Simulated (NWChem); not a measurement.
**A calculation on dichloromethane (CH2Cl2)**

```xyz
5

Cl     1.4776     0.0000    -0.2145
C      0.0000     0.0000     0.7559
Cl    -1.4776     0.0000    -0.2145
H      0.0000    -0.9015     1.3789
H      0.0000     0.9015     1.3789
```
Charge 0, spin multiplicity 1.

The numbers come from NWChem runs, not from measurements. All single points use one geometry, from PBE0/def2-SVP, a minimum by its harmonic frequencies.

Symmetry labels belong to the abelian group C2v used in the runs, with the axes of the coordinates shown; states degenerate in a higher group split over its labels.

Q: List the lowest 4 singlet excitations that TDA-PBE0/aug-cc-pVDZ gives, with oscillator strengths.

A: 
| state | symmetry | energy (eV) | wavelength (nm) | f |
|---|---|---|---|---|
| 1 | b2 | 6.78 | 183 | 0.000 |
| 2 | b1 | 7.14 | 174 | 0.017 |
| 3 | a2 | 7.44 | 167 | 0.000 |
| 4 | a1 | 7.58 | 164 | 0.003 |
